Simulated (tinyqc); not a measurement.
Inside a calculation (part 2 of 3). Method: UKS/B3LYP (VWN-RPA form) in the sto-6g basis, for LiH+, spin multiplicity 2. Computed by tinyqc, a small Python program that keeps every step (integrals from PySCF). Command: `OMP_NUM_THREADS=1 python tinyqc.py 24871 24872 out.jsonl` (the two numbers bound the seeds that draw the settings). One thread of a shared host (Intel(R) Xeon(R) Processor @ 2.60GHz), about 3 s of CPU time with the checks.

Geometry (angstrom):
```
atom         x         y         z
Li    0.000000  0.000000  0.000000
H     0.000000  0.000000  2.479000
```

## Iteration 2: building the Kohn-Sham matrix

D(alpha) after iteration 1, order 1Li 1s, 1Li 2s, 1Li 2px, 1Li 2py, 1Li 2pz, 2H 1s:
```
[[1.018851, -0.077224, 0.000000, 0.000000, -0.052640, -0.044714],
 [-0.077224, 0.300468, 0.000000, 0.000000, 0.249470, 0.196551],
 [0.000000, 0.000000, 0.000000, 0.000000, 0.000000, 0.000000],
 [0.000000, 0.000000, 0.000000, 0.000000, 0.000000, 0.000000],
 [-0.052640, 0.249470, 0.000000, 0.000000, 0.208042, 0.169020],
 [-0.044714, 0.196551, 0.000000, 0.000000, 0.169020, 0.327748]]
```

D(beta) after iteration 1, order 1Li 1s, 1Li 2s, 1Li 2px, 1Li 2py, 1Li 2pz, 2H 1s:
```
[[1.005302, -0.013769, 0.000000, 0.000000, -0.000066, 0.002436],
 [-0.013769, 0.001188, 0.000000, 0.000000, 0.000007, -0.000173],
 [0.000000, 0.000000, 0.000000, 0.000000, 0.000000, 0.000000],
 [0.000000, 0.000000, 0.000000, 0.000000, 0.000000, 0.000000],
 [-0.000066, 0.000007, 0.000000, 0.000000, 0.000000, -0.000001],
 [0.002436, -0.000173, 0.000000, 0.000000, -0.000001, 0.000025]]
```

core Hamiltonian H = T + V (hartree), order 1Li 1s, 1Li 2s, 1Li 2px, 1Li 2py, 1Li 2pz, 2H 1s:
```
[[-4.663866, -0.989407, 0.000000, 0.000000, -0.007092, -0.041786],
 [-0.989407, -1.302453, 0.000000, 0.000000, -0.074051, -0.291648],
 [0.000000, 0.000000, -1.071219, 0.000000, 0.000000, 0.000000],
 [0.000000, 0.000000, 0.000000, -1.071219, 0.000000, 0.000000],
 [-0.007092, -0.074051, 0.000000, 0.000000, -1.124314, -0.415073],
 [-0.041786, -0.291648, 0.000000, 0.000000, -0.415073, -1.111391]]
```

Two-electron integrals (ij|kl) in chemists' order, unique and non-zero (hartree):
```
(11|11) 1.681247   (21|11) 0.242603   (21|21) 0.044507   (22|11) 0.397190
(22|21) 0.090279   (22|22) 0.290625   (31|31) 0.009437   (32|31) 0.014261
(32|32) 0.064236   (33|11) 0.397190   (33|21) 0.090279   (33|22) 0.290625
(33|33) 0.313125   (41|41) 0.009437   (42|41) 0.014261   (42|42) 0.064236
(43|43) 0.016875   (44|11) 0.397190   (44|21) 0.090279   (44|22) 0.290625
(44|33) 0.279374   (44|44) 0.313125   (51|51) 0.009437   (52|51) 0.014261
(52|52) 0.064236   (53|53) 0.016875   (54|54) 0.016875   (55|11) 0.397190
(55|21) 0.090279   (55|22) 0.290625   (55|33) 0.279374   (55|44) 0.279374
(55|55) 0.313125   (61|11) 0.009704   (61|21) 0.001762   (61|22) 0.003683
(61|33) 0.003629   (61|44) 0.003629   (61|51) 0.000237   (61|52) 0.000510
(61|55) 0.003791   (61|61) 0.000078   (62|11) 0.055235   (62|21) 0.012894
(62|22) 0.048678   (62|33) 0.045837   (62|44) 0.045837   (62|51) 0.001969
(62|52) 0.015181   (62|55) 0.054359   (62|61) 0.000637   (62|62) 0.018221
(63|31) 0.000673   (63|32) 0.003904   (63|53) 0.001811   (63|63) 0.000792
(64|41) 0.000673   (64|42) 0.003904   (64|54) 0.001811   (64|64) 0.000792
(65|11) 0.077773   (65|21) 0.018245   (65|22) 0.070399   (65|33) 0.065667
(65|44) 0.065667   (65|51) 0.003075   (65|52) 0.023772   (65|55) 0.079862
(65|61) 0.000920   (65|62) 0.028206   (65|65) 0.043858   (66|11) 0.213444
(66|21) 0.050307   (66|22) 0.206899   (66|33) 0.191060   (66|44) 0.191060
(66|51) 0.007071   (66|52) 0.070639   (66|55) 0.238579   (66|61) 0.002505
(66|62) 0.105937   (66|65) 0.167788   (66|66) 0.774999
```

nuclear repulsion = 0.64039195 hartree

V_xc(alpha) (hartree), order 1Li 1s, 1Li 2s, 1Li 2px, 1Li 2py, 1Li 2pz, 2H 1s:
```
[[-0.890974, -0.102186, 0.000000, 0.000000, -0.002531, -0.004385],
 [-0.102186, -0.131131, 0.000000, 0.000000, -0.040495, -0.043327],
 [0.000000, 0.000000, -0.124548, 0.000000, 0.000000, 0.000000],
 [0.000000, 0.000000, 0.000000, -0.124548, 0.000000, 0.000000],
 [-0.002531, -0.040495, 0.000000, 0.000000, -0.144287, -0.067044],
 [-0.004385, -0.043327, 0.000000, 0.000000, -0.067044, -0.317637]]
```

V_xc(beta) (hartree), order 1Li 1s, 1Li 2s, 1Li 2px, 1Li 2py, 1Li 2pz, 2H 1s:
```
[[-0.888760, -0.102548, 0.000000, 0.000000, -0.001413, -0.004256],
 [-0.102548, -0.117693, 0.000000, 0.000000, -0.016397, -0.022463],
 [0.000000, 0.000000, -0.116689, 0.000000, 0.000000, 0.000000],
 [0.000000, 0.000000, 0.000000, -0.116689, 0.000000, 0.000000],
 [-0.001413, -0.016397, 0.000000, 0.000000, -0.119657, -0.033010],
 [-0.004256, -0.022463, 0.000000, 0.000000, -0.033010, -0.124396]]
```

E_xc = sum of w rho eps_xc = -1.57906759 hartree

J_ij = sum D_kl (ij|kl) with D = D(alpha) + D(beta), K_ij = sum D_kl (ik|jl) for each spin; F = H + J - 0.2 K(s) + V_xc; E = tr D H + tr D J / 2 - 0.1 sum_s tr D(s) K(s) + E_xc + E_nn.

Coulomb J (hartree), order 1Li 1s, 1Li 2s, 1Li 2px, 1Li 2py, 1Li 2pz, 2H 1s:
```
[[3.678522, 0.556552, 0.000000, 0.000000, 0.010231, 0.022826],
 [0.556552, 1.046095, 0.000000, 0.000000, 0.067656, 0.194178],
 [0.000000, 0.000000, 1.035853, 0.000000, 0.000000, 0.000000],
 [0.000000, 0.000000, 0.000000, 1.035853, 0.000000, 0.000000],
 [0.010231, 0.067656, 0.000000, 0.000000, 1.066581, 0.284314],
 [0.022826, 0.194178, 0.000000, 0.000000, 0.284314, 0.921574]]
```

exchange K(alpha) (hartree), order 1Li 1s, 1Li 2s, 1Li 2px, 1Li 2py, 1Li 2pz, 2H 1s:
```
[[1.690737, 0.244497, 0.000000, 0.000000, 0.006335, 0.013573],
 [0.244497, 0.161176, 0.000000, 0.000000, 0.121391, 0.133846],
 [0.000000, 0.000000, 0.032570, 0.000000, 0.000000, 0.000000],
 [0.000000, 0.000000, 0.000000, 0.032570, 0.000000, 0.000000],
 [0.006335, 0.121391, 0.000000, 0.000000, 0.142296, 0.162156],
 [0.013573, 0.133846, 0.000000, 0.000000, 0.162156, 0.380699]]
```

exchange K(beta) (hartree), order 1Li 1s, 1Li 2s, 1Li 2px, 1Li 2py, 1Li 2pz, 2H 1s:
```
[[1.683579, 0.238050, 0.000000, 0.000000, 0.000161, 0.009492],
 [0.238050, 0.042649, 0.000000, 0.000000, 0.000031, 0.001688],
 [0.000000, 0.000000, 0.009172, 0.000000, 0.000000, 0.000000],
 [0.000000, 0.000000, 0.000000, 0.009172, 0.000000, 0.000000],
 [0.000161, 0.000031, 0.000000, 0.000000, 0.009178, 0.000228],
 [0.009492, 0.001688, 0.000000, 0.000000, 0.000228, 0.000077]]
```

F(alpha) (hartree), order 1Li 1s, 1Li 2s, 1Li 2px, 1Li 2py, 1Li 2pz, 2H 1s:
```
[[-2.214465, -0.583940, 0.000000, 0.000000, -0.000658, -0.026059],
 [-0.583940, -0.419725, 0.000000, 0.000000, -0.071168, -0.167566],
 [0.000000, 0.000000, -0.166427, 0.000000, 0.000000, 0.000000],
 [0.000000, 0.000000, 0.000000, -0.166427, 0.000000, 0.000000],
 [-0.000658, -0.071168, 0.000000, 0.000000, -0.230478, -0.230234],
 [-0.026059, -0.167566, 0.000000, 0.000000, -0.230234, -0.583594]]
```

F(beta) (hartree), order 1Li 1s, 1Li 2s, 1Li 2px, 1Li 2py, 1Li 2pz, 2H 1s:
```
[[-2.210820, -0.583013, 0.000000, 0.000000, 0.001695, -0.025115],
 [-0.583013, -0.382581, 0.000000, 0.000000, -0.022798, -0.120270],
 [0.000000, 0.000000, -0.153889, 0.000000, 0.000000, 0.000000],
 [0.000000, 0.000000, 0.000000, -0.153889, 0.000000, 0.000000],
 [0.001695, -0.022798, 0.000000, 0.000000, -0.179225, -0.163814],
 [-0.025115, -0.120270, 0.000000, 0.000000, -0.163814, -0.314229]]
```

total energy of this density = -7.65795636 hartree

This density is a damped mixture and is not idempotent.

## Iteration 2: DIIS over 2 matrices

error matrix X^T (FDS - SDF) X (alpha):
```
[[0.000000, 0.052284, 0.000000, 0.000000, -0.032336, -0.040045],
 [-0.052284, 0.000000, 0.000000, 0.000000, -0.010639, 0.089073],
 [0.000000, 0.000000, 0.000000, 0.000000, 0.000000, 0.000000],
 [0.000000, 0.000000, 0.000000, 0.000000, 0.000000, 0.000000],
 [0.032336, 0.010639, 0.000000, 0.000000, 0.000000, 0.086694],
 [0.040045, -0.089073, 0.000000, 0.000000, -0.086694, 0.000000]]
```

B (overlaps of the stored error matrices):
```
[[1.2399306e-01, 8.4799543e-02],
 [8.4799543e-02, 5.8010962e-02]]
```

Minimise |sum c_i e_i|^2 with sum c_i = 1: solve [B -1; -1 0][c; lambda] = [0; -1] with B_ij = tr e_i^T e_j summed over both spins, and take F = sum c_i F_i.

DIIS coefficients: [-2.159510, 3.159510]

extrapolated F(alpha) (hartree), order 1Li 1s, 1Li 2s, 1Li 2px, 1Li 2py, 1Li 2pz, 2H 1s:
```
[[-2.308784, -0.602824, 0.000000, 0.000000, -0.000426, -0.026106],
 [-0.602824, -0.426818, 0.000000, 0.000000, -0.046174, -0.156279],
 [0.000000, 0.000000, -0.187705, 0.000000, 0.000000, 0.000000],
 [0.000000, 0.000000, 0.000000, -0.187705, 0.000000, 0.000000],
 [-0.000426, -0.046174, 0.000000, 0.000000, -0.231584, -0.216569],
 [-0.026106, -0.156279, 0.000000, 0.000000, -0.216569, -0.539727]]
```

extrapolated F(beta) (hartree), order 1Li 1s, 1Li 2s, 1Li 2px, 1Li 2py, 1Li 2pz, 2H 1s:
```
[[-2.307590, -0.603952, 0.000000, 0.000000, -0.000143, -0.026112],
 [-0.603952, -0.420532, 0.000000, 0.000000, -0.018001, -0.103207],
 [0.000000, 0.000000, -0.193836, 0.000000, 0.000000, 0.000000],
 [0.000000, 0.000000, 0.000000, -0.193836, 0.000000, 0.000000],
 [-0.000143, -0.018001, 0.000000, 0.000000, -0.209764, -0.133917],
 [-0.026112, -0.103207, 0.000000, 0.000000, -0.133917, -0.121789]]
```

## Iteration 2: diagonalisation and new density

X, order 1Li 1s, 1Li 2s, 1Li 2px, 1Li 2py, 1Li 2pz, 2H 1s:
```
[[1.022191, -0.124976, 0.000000, 0.000000, -0.004026, 0.015320],
 [-0.124976, 1.040215, 0.000000, 0.000000, 0.026463, -0.114693],
 [0.000000, 0.000000, 1.000000, 0.000000, 0.000000, 0.000000],
 [0.000000, 0.000000, 0.000000, 1.000000, 0.000000, 0.000000],
 [-0.004026, 0.026463, 0.000000, 0.000000, 1.037880, -0.164963],
 [0.015320, -0.114693, 0.000000, 0.000000, -0.164963, 1.055643]]
```

overlap S, order 1Li 1s, 1Li 2s, 1Li 2px, 1Li 2py, 1Li 2pz, 2H 1s:
```
[[1.000000, 0.235742, 0.000000, 0.000000, 0.000000, 0.009799],
 [0.235742, 1.000000, 0.000000, 0.000000, 0.000000, 0.204002],
 [0.000000, 0.000000, 1.000000, 0.000000, 0.000000, 0.000000],
 [0.000000, 0.000000, 0.000000, 1.000000, 0.000000, 0.000000],
 [0.000000, 0.000000, 0.000000, 0.000000, 1.000000, 0.301692],
 [0.009799, 0.204002, 0.000000, 0.000000, 0.301692, 1.000000]]
```

Diagonalise F' = X^T F X, C = X C', fill 2 alpha and 1 beta electrons from the bottom; D(s) = C_occ C_occ^T; the new density keeps 0.7 of the old one (damping). Each column has its largest component positive (the first on a tie).

F' = X^T F X (alpha) (hartree):
```
[[-2.265399, -0.300464, 0.000000, 0.000000, -0.000291, 0.013955],
 [-0.300464, -0.313107, 0.000000, 0.000000, -0.021326, -0.068815],
 [0.000000, 0.000000, -0.187705, 0.000000, 0.000000, 0.000000],
 [0.000000, 0.000000, 0.000000, -0.187705, 0.000000, 0.000000],
 [-0.000291, -0.021326, 0.000000, 0.000000, -0.191402, -0.110074],
 [0.013955, -0.068815, 0.000000, 0.000000, -0.110074, -0.501121]]
```

orbital energies (alpha) (hartree): [-2.310607, -0.554924, -0.249256, -0.187705, -0.187705, -0.156242]

coefficients C (alpha), order 1Li 1s, 1Li 2s, 1Li 2px, 1Li 2py, 1Li 2pz, 2H 1s:
```
[[0.992204, -0.053875, -0.270501, 0.000000, 0.000000, -0.014149],
 [0.031348, 0.160738, 1.038861, 0.000000, 0.000000, 0.073961],
 [0.000000, 0.000000, 0.000000, 0.988709, -0.149851, 0.000000],
 [0.000000, 0.000000, 0.000000, 0.149851, 0.988709, 0.000000],
 [0.001856, 0.159337, -0.027031, 0.000000, 0.000000, 1.038750],
 [-0.004141, 0.897628, -0.341875, 0.000000, 0.000000, -0.482029]]
```

F' = X^T F X (beta) (hartree):
```
[[-2.263853, -0.301912, 0.000000, 0.000000, -0.002368, 0.013857],
 [-0.301912, -0.312096, 0.000000, 0.000000, -0.001706, -0.062363],
 [0.000000, 0.000000, -0.193836, 0.000000, 0.000000, 0.000000],
 [0.000000, 0.000000, 0.000000, -0.193836, 0.000000, 0.000000],
 [-0.002368, -0.001706, 0.000000, 0.000000, -0.183740, -0.094790],
 [0.013857, -0.062363, 0.000000, 0.000000, -0.094790, -0.075272]]
```

orbital energies (beta) (hartree): [-2.309500, -0.296275, -0.220619, -0.193836, -0.193836, -0.008568]

coefficients C (beta), order 1Li 1s, 1Li 2s, 1Li 2px, 1Li 2py, 1Li 2pz, 2H 1s:
```
[[0.992011, -0.231030, 0.132711, 0.000000, 0.000000, 0.075298],
 [0.032081, 0.858651, -0.513415, 0.000000, 0.000000, -0.331082],
 [0.000000, 0.000000, 0.000000, 0.997780, 0.066602, 0.000000],
 [0.000000, 0.000000, 0.000000, -0.066602, 0.997780, 0.000000],
 [0.001467, 0.311764, 0.782312, 0.000000, 0.000000, -0.629216],
 [-0.004195, 0.259296, 0.262999, 0.000000, 0.000000, 1.009240]]
```

D(alpha) after iteration 2, order 1Li 1s, 1Li 2s, 1Li 2px, 1Li 2py, 1Li 2pz, 2H 1s:
```
[[1.009407, -0.047323, 0.000000, 0.000000, -0.038871, -0.047040],
 [-0.047323, 0.218373, 0.000000, 0.000000, 0.182330, 0.180831],
 [0.000000, 0.000000, 0.000000, 0.000000, 0.000000, 0.000000],
 [0.000000, 0.000000, 0.000000, 0.000000, 0.000000, 0.000000],
 [-0.038871, 0.182330, 0.000000, 0.000000, 0.153247, 0.161219],
 [-0.047040, 0.180831, 0.000000, 0.000000, 0.161219, 0.471149]]
```

D(beta) after iteration 2, order 1Li 1s, 1Li 2s, 1Li 2px, 1Li 2py, 1Li 2pz, 2H 1s:
```
[[0.998937, -0.000091, 0.000000, 0.000000, 0.000391, 0.000457],
 [-0.000091, 0.001140, 0.000000, 0.000000, 0.000019, -0.000161],
 [0.000000, 0.000000, 0.000000, 0.000000, 0.000000, 0.000000],
 [0.000000, 0.000000, 0.000000, 0.000000, 0.000000, 0.000000],
 [0.000391, 0.000019, 0.000000, 0.000000, 0.000001, -0.000003],
 [0.000457, -0.000161, 0.000000, 0.000000, -0.000003, 0.000023]]
```

Within a degenerate level the vectors are fixed only up to a rotation; this is one choice.

## Iteration 45 (converged): orbitals

converged F(alpha) (hartree), order 1Li 1s, 1Li 2s, 1Li 2px, 1Li 2py, 1Li 2pz, 2H 1s:
```
[[-2.307489, -0.602250, 0.000000, 0.000000, 0.000442, -0.026026],
 [-0.602250, -0.420415, 0.000000, 0.000000, -0.037664, -0.154029],
 [0.000000, 0.000000, -0.180203, 0.000000, 0.000000, 0.000000],
 [0.000000, 0.000000, 0.000000, -0.180203, 0.000000, 0.000000],
 [0.000442, -0.037664, 0.000000, 0.000000, -0.227962, -0.212789],
 [-0.026026, -0.154029, 0.000000, 0.000000, -0.212789, -0.500736]]
```

converged F(beta) (hartree), order 1Li 1s, 1Li 2s, 1Li 2px, 1Li 2py, 1Li 2pz, 2H 1s:
```
[[-2.306299, -0.602894, 0.000000, 0.000000, -0.000030, -0.026053],
 [-0.602894, -0.411398, 0.000000, 0.000000, -0.017298, -0.105409],
 [0.000000, 0.000000, -0.184391, 0.000000, 0.000000, 0.000000],
 [0.000000, 0.000000, 0.000000, -0.184391, 0.000000, 0.000000],
 [-0.000030, -0.017298, 0.000000, 0.000000, -0.201137, -0.137969],
 [-0.026053, -0.105409, 0.000000, 0.000000, -0.137969, -0.136171]]
```

Diagonalise F' = X^T F X, C = X C', fill 2 alpha and 1 beta electrons from the bottom; D(s) = C_occ C_occ^T. Each column has its largest component positive (the first on a tie).

F' = X^T F X (alpha) (hartree):
```
[[-2.264087, -0.300890, 0.000000, 0.000000, -0.000503, 0.014424],
 [-0.300890, -0.305887, 0.000000, 0.000000, -0.012093, -0.073102],
 [0.000000, 0.000000, -0.180203, 0.000000, 0.000000, 0.000000],
 [0.000000, 0.000000, 0.000000, -0.180203, 0.000000, 0.000000],
 [-0.000503, -0.012093, 0.000000, 0.000000, -0.187288, -0.114190],
 [0.014424, -0.073102, 0.000000, 0.000000, -0.114190, -0.459031]]
```

orbital energies (alpha) (hartree): [-2.309286, -0.521668, -0.241684, -0.180203, -0.180203, -0.143655]

coefficients C (alpha), order 1Li 1s, 1Li 2s, 1Li 2px, 1Li 2py, 1Li 2pz, 2H 1s:
```
[[0.992274, -0.061355, -0.264475, 0.000000, 0.000000, -0.049235],
 [0.031076, 0.190675, 1.014472, 0.000000, 0.000000, 0.212240],
 [0.000000, 0.000000, 0.000000, 0.981611, -0.190894, 0.000000],
 [0.000000, 0.000000, 0.000000, 0.190894, 0.981611, 0.000000],
 [0.001264, 0.189312, -0.175469, 0.000000, 0.000000, 1.019065],
 [-0.003923, 0.873433, -0.291214, 0.000000, 0.000000, -0.554327]]
```

F' = X^T F X (beta) (hartree):
```
[[-2.262625, -0.302177, 0.000000, 0.000000, -0.002468, 0.014036],
 [-0.302177, -0.302062, 0.000000, 0.000000, 0.000134, -0.064485],
 [0.000000, 0.000000, -0.184391, 0.000000, 0.000000, 0.000000],
 [0.000000, 0.000000, 0.000000, -0.184391, 0.000000, 0.000000],
 [-0.002468, 0.000134, 0.000000, 0.000000, -0.173387, -0.098528],
 [0.014036, -0.064485, 0.000000, 0.000000, -0.098528, -0.088974]]
```

orbital energies (beta) (hartree): [-2.308153, -0.291923, -0.215728, -0.184391, -0.184391, -0.011244]

coefficients C (beta), order 1Li 1s, 1Li 2s, 1Li 2px, 1Li 2py, 1Li 2pz, 2H 1s:
```
[[0.992154, -0.220133, 0.147336, 0.000000, 0.000000, 0.078790],
 [0.031538, 0.816688, -0.570310, 0.000000, 0.000000, -0.343940],
 [0.000000, 0.000000, 0.000000, 0.331165, 0.943573, 0.000000],
 [0.000000, 0.000000, 0.000000, 0.943573, -0.331165, 0.000000],
 [0.001356, 0.327315, 0.741824, 0.000000, 0.000000, -0.669093],
 [-0.004086, 0.312532, 0.283799, 0.000000, 0.000000, 0.988307]]
```

D(alpha) after iteration 45, order 1Li 1s, 1Li 2s, 1Li 2px, 1Li 2py, 1Li 2pz, 2H 1s:
```
[[0.988372, 0.019137, 0.000000, 0.000000, -0.010361, -0.057481],
 [0.019137, 0.037322, 0.000000, 0.000000, 0.036136, 0.166420],
 [0.000000, 0.000000, 0.000000, 0.000000, 0.000000, 0.000000],
 [0.000000, 0.000000, 0.000000, 0.000000, 0.000000, 0.000000],
 [-0.010361, 0.036136, 0.000000, 0.000000, 0.035841, 0.165347],
 [-0.057481, 0.166420, 0.000000, 0.000000, 0.165347, 0.762901]]
```

D(beta) after iteration 45, order 1Li 1s, 1Li 2s, 1Li 2px, 1Li 2py, 1Li 2pz, 2H 1s:
```
[[0.984369, 0.031291, 0.000000, 0.000000, 0.001345, -0.004054],
 [0.031291, 0.000995, 0.000000, 0.000000, 0.000043, -0.000129],
 [0.000000, 0.000000, 0.000000, 0.000000, 0.000000, 0.000000],
 [0.000000, 0.000000, 0.000000, 0.000000, 0.000000, 0.000000],
 [0.001345, 0.000043, 0.000000, 0.000000, 0.000002, -0.000006],
 [-0.004054, -0.000129, 0.000000, 0.000000, -0.000006, 0.000017]]
```

Within a degenerate level the vectors are fixed only up to a rotation; this is one choice.

## Convergence

Stop when the energy changes by less than 1e-08 hartree and every element of the error matrix X^T (F D S - S D F) X (for each spin) is below 3e-05.

Course of the cycle:
```
iteration  E (hartree)     change  largest element of the error matrix
1          -7.60826547          -                             1.33e-01
2          -7.65795636  -4.97e-02                             8.96e-02
3          -7.69085403  -3.29e-02                             6.30e-02
4          -7.71258053  -2.17e-02                             4.40e-02
5          -7.72711229  -1.45e-02                             3.05e-02
6          -7.73709803  -9.99e-03                             2.15e-02
7          -7.74398503  -6.89e-03                             1.51e-02
8          -7.74876005  -4.78e-03                             1.06e-02
9          -7.75208707  -3.33e-03                             7.40e-03
10         -7.75440881  -2.32e-03                             5.18e-03
11         -7.75603090  -1.62e-03                             3.63e-03
12         -7.75716463  -1.13e-03                             2.54e-03
13         -7.75795740  -7.93e-04                             1.78e-03
14         -7.75851194  -5.55e-04                             1.25e-03
...                ...        ...                                  ...
32         -7.75980251  -9.02e-07                             2.03e-06
33         -7.75980315  -6.31e-07                             1.42e-06
34         -7.75980359  -4.42e-07                             9.95e-07
35         -7.75980390  -3.09e-07                             6.96e-07
36         -7.75980411  -2.16e-07                             4.88e-07
37         -7.75980426  -1.52e-07                             3.41e-07
38         -7.75980437  -1.06e-07                             2.39e-07
39         -7.75980444  -7.42e-08                             1.67e-07
40         -7.75980450  -5.20e-08                             1.17e-07
41         -7.75980453  -3.64e-08                             8.19e-08
42         -7.75980456  -2.55e-08                             5.74e-08
43         -7.75980458  -1.78e-08                             4.01e-08
44         -7.75980459  -1.25e-08                             2.81e-08
45         -7.75980460  -8.74e-09                             1.97e-08
```

PySCF UKS in the same basis, fine grid, after a stability check = -7.75827239 hartree

Converged in 45 iterations. The coarse grid moves the energy by -1.53e-03 hartree.
